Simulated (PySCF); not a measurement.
# The bond of MgS+, level by level

One table from this session's results is given with a row withheld; the runs are named, their logs left out.

The runs use PySCF 2.14.0; Mg pcseg-2, S pcseg-2, no relativity.

The first run:

Settings of the job:

* atoms: Mg, S
* charge: 1
* basis: Mg pcseg-2, S pcseg-2
* Hamiltonian: no relativity
* basis functions: 53
* electrons treated: 27
* masses in u: 23.9850, 31.9721
* levels: PBE0, PBE, r²SCAN, PBEsol, BP86, B97-3, ωB97X, HF, MP2, SCS-MP2, CCSD, CCSD(T)
* grid: 80 radial by 434 angular points
* occupations: held fixed by the projection of orbital angular momentum
* dissociation limit: Mg+ + S, each in its ground configuration
* starting distance in angstrom: 2.440
* values of 2S to try: 1, 3

Command:

```sh
$ OMP_NUM_THREADS=1 python dia.py task.json out
```

Among the steps run: Set-up; PBE0 along the bond; Higher solutions at PBE0; PBE; r²SCAN (meta-GGA); PBEsol (GGA); BP86; B97-3 (global hybrid GGA); ωB97X (range-separated hybrid); UHF; MP2 and coupled cluster.

One table of the session follows, with a row left open; its other results are not shown here.

It belongs to the step «The curves together». Energy (eV) from each level's lowest point:

```
R (Å)    UHF  UHF-MP2  UHF-SCS-MP2  UHF-CCSD  UHF-CCSD(T)
1.936  0.896    0.883        0.891       n/a          n/a
2.026  0.394    0.387        0.393     0.389        0.399
2.116  0.120    0.115        0.120     0.119        0.125
2.183      ?        ?            ?         ?            ?
2.251  0.000    0.000        0.000     0.000        0.000
2.318  0.029    0.035        0.033     0.028        0.025
2.409  0.120    0.183        0.183     0.123        0.119
2.521  0.240    0.540        0.553     0.304        0.304
2.656  0.345    0.879        0.893     0.566        0.563
2.836  0.453    1.170        1.183       n/a          n/a
```

Q: Estimate the row for R (Å) = 2.183 from the others.

Worked estimate for «UHF». A straight line through the neighbours (2.116, 0.120) and (2.251, 0.000) gives 0.120 + (0.000 − 0.120) × (2.183 − 2.116) / (2.251 − 2.116) = 0.060; a parabola fitted to 4 rows on both sides gives 0.021.

As computed: UHF: 0.024; UHF-MP2: 0.022; UHF-SCS-MP2: 0.024; UHF-CCSD: 0.025; UHF-CCSD(T): 0.028. In «UHF» the line misses by +0.036 and the parabola by -0.003.
